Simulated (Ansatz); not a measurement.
Born–Oppenheimer molecular dynamics of C4H3F (8 atoms, charge 0, multiplicity 1). It starts from a relaxed structure.

Method: RKS B3LYP/STO-3G in Ansatz.

```yaml
ensemble: NVT, Langevin thermostat
time_step: 4 fs
steps_asked: 40
set_temperature: 1000 K
friction: 0.05 /fs
seed: 405695
```

First frame:

```xyz
8
Properties=species:S:1:pos:R:3
C -0.006 1.610 1.440
C -0.095 0.870 0.490
C -0.205 -0.006 -0.653
C 0.209 -1.304 -0.626
F 0.106 -2.136 -1.701
H 0.073 2.271 2.290
H -0.644 0.401 -1.577
H 0.655 -1.764 0.280
```

Question: What does the run give?

Answer: The run went to its last step.

```json
{"steps done": "40", "time covered": "160 fs", "mean temperature over the second half": "1185 K", "spread of the potential energy over the second half": "4.9 meV per atom", "mean potential energy of the second half above the start": "6079.5 meV per atom"}
```

The temperature shot up to 1e+06 K, far beyond the bath's, so the integration failed: the time step of 4 fs is too long for the fastest motions that this run met, and the later frames carry no physical meaning.

Question: What happens to the structure?

Answer: Parted: C1–C2 1.21 → 32.94 Å, C1–H6 1.08 → 13.16 Å, C2–C3 1.44 → 43.95 Å, C3–C4 1.36 → 19.85 Å, C3–H7 1.10 → 40.75 Å, C4–H8 1.11 → 5.93 Å. It ends as C + C + C + CF + H + H + H. Pairs count as bonded within 1.25 times the sum of covalent radii (0.12 Å more for H–H). The details hang on the random start.

Question: How do temperature and energy run in time?

Answer: 
```tsv
time (fs)	T (K)	potential energy less start (eV)
0	875	0.000
4	1058	1.196
8	30278	8.779
12	135263	41.450
16	644239	82.094
20	1037892	49.653
24	702878	48.291
28	469541	49.649
32	318679	49.635
36	217070	48.313
40	148460	47.012
44	103480	46.484
48	73679	42.964
52	54778	48.045
56	34035	49.331
60	21983	48.641
64	15515	48.705
68	9960	48.758
72	7058	48.577
76	4241	48.774
80	3502	48.691
84	2570	48.570
88	1863	48.727
92	1240	48.619
96	1220	48.627
100	1070	48.638
104	1269	48.610
108	1031	48.614
112	685	48.616
116	578	48.618
120	541	48.617
124	567	48.646
128	613	48.614
132	583	48.628
136	698	48.620
140	751	48.616
144	1018	48.617
148	1372	48.610
152	1267	48.675
156	1047	48.739
160	1398	48.639
```

Time of the run: 75 s on 1 thread of Arm Neoverse V2, on a shared host, peak memory 0.086 GiB.
